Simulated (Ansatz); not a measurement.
Ansatz (a first-principles code) input (PBE/6-31G*):

Ansatz 0.2 input:
```yaml
crystal:
  periodic: [false, false, false]
  atoms:
    - {symbol: N, position_ang: [-0.00000000, -0.00000000, -1.19434265]}
    - {symbol: N, position_ang: [-0.00000000, -0.00000000, -0.07337328]}
    - {symbol: O, position_ang: [0.00000000, 0.00000000, 1.10925144]}
basis:
  gaussian:
    orbitals: 6-31G*
hamiltonian:
  xc: {name: PBE}
relax: {f_tol: 0.003, max_steps: 120}
```

Output:

```
Functional definition: PBE
integrals: 0.01 GiB planned
487 factors; their error is unknown
mean field: 0.08 GiB planned
mean field evaluation 1: about -5017.6154 eV, gradient 3.8e1 eV
mean field evaluation 2: about -5010.3260 eV, gradient 7.3e1 eV
mean field evaluation 4: about -5019.8763 eV, gradient 1.3e1 eV
mean field evaluation 8: about -5020.1812 eV, gradient 1.3e-1 eV
mean field evaluation 16: about -5020.1618 eV, gradient 3.5e-5 eV
mean field -5020.16180571 eV, -184.4875435720 hartree, gradient 3.5e-5 eV, S^2 0.000000; 0 other end points of the search recorded, 0 dependent functions left out
the calculation of the forces begins
reference -5020.16181526 eV, -184.4875439228 hartree; 11, 11 occupied and 34, 34 virtual orbitals, 487 factors
relax step   1: F+E_penalty+E_count = -5020.16180571 eV  Δ(F+E_penalty+E_count) = +0.000e0 eV  max|allowed force component| = 3.740e0 eV/Å  Δτ_max = 0.0000 Å  (25 SCF iters, accepted)
these checks for a lower state are left out or cut short: starts, cluster_reference, orbital_swaps, neighbouring_geometries, increment
integrals: 0.01 GiB planned
487 factors; their error is unknown
mean field: 0.08 GiB planned
mean field -5020.22458078 eV, -184.4898505133 hartree, gradient 4.9e-6 eV, S^2 0.000000; 0 other end points of the search recorded, 0 dependent functions left out
the calculation of the forces begins
reference -5020.22459046 eV, -184.4898508688 hartree; 11, 11 occupied and 34, 34 virtual orbitals, 487 factors
relax step   2: F+E_penalty+E_count = -5020.22458078 eV  Δ(F+E_penalty+E_count) = -6.278e-2 eV  max|allowed force component| = 2.242e-1 eV/Å  Δτ_max = 0.0235 Å  (28 SCF iters, accepted)
these checks for a lower state are left out or cut short: starts, cluster_reference, orbital_swaps, neighbouring_geometries, increment
integrals: 0.01 GiB planned
487 factors; their error is unknown
mean field: 0.07 GiB planned
mean field evaluation 32: about -5020.2249 eV, gradient 2.4e-5 eV
mean field -5020.22488422 eV, -184.4898616643 hartree, gradient 2.4e-5 eV, S^2 0.000000; 0 other end points of the search recorded, 0 dependent functions left out
the calculation of the forces begins
reference -5020.22489389 eV, -184.4898620199 hartree; 11, 11 occupied and 34, 34 virtual orbitals, 487 factors
relax step   3: F+E_penalty+E_count = -5020.22488422 eV  Δ(F+E_penalty+E_count) = -3.034e-4 eV  max|allowed force component| = 4.185e-2 eV/Å  Δτ_max = 0.0016 Å  (29 SCF iters, accepted)
these checks for a lower state are left out or cut short: starts, cluster_reference, orbital_swaps, neighbouring_geometries, increment
integrals: 0.01 GiB planned
487 factors; their error is unknown
mean field: 0.07 GiB planned
mean field -5020.22489135 eV, -184.4898619263 hartree, gradient 5.1e-5 eV, S^2 0.000000; 0 other end points of the search recorded, 0 dependent functions left out
the calculation of the forces begins
reference -5020.22490102 eV, -184.4898622819 hartree; 11, 11 occupied and 34, 34 virtual orbitals, 487 factors
relax step   4: F+E_penalty+E_count = -5020.22489135 eV  Δ(F+E_penalty+E_count) = -7.128e-6 eV  max|allowed force component| = 1.249e-3 eV/Å  Δτ_max = 0.0002 Å  (18 SCF iters, accepted)
integrals: 0.01 GiB planned
487 factors; their error is unknown
mean field: 0.07 GiB planned
mean field -5020.22489135 eV, -184.4898619263 hartree, gradient 5.1e-5 eV, S^2 0.000000; 1 other end points of the search recorded, 0 dependent functions left out
the calculation of the forces begins
reference -5020.22490102 eV, -184.4898622819 hartree; 11, 11 occupied and 34, 34 virtual orbitals, 487 factors
Total energy: -5020.22490102 eV, -184.4898622819 hartree
Atom 0 at    -0.000000     0.000000    -1.218804 Å, force    -0.000000     0.000000     0.000958 eV/Å
Atom 1 at     0.000000     0.000000    -0.068647 Å, force     0.000000    -0.000000    -0.001249 eV/Å
Atom 2 at    -0.000000    -0.000000     1.128986 Å, force    -0.000000    -0.000000     0.000292 eV/Å
Dipole moment:    -0.000000    -0.000000     0.039985 e Å
```

The geometry given is a B3LYP-D3(BJ)/def2-TZVP minimum.
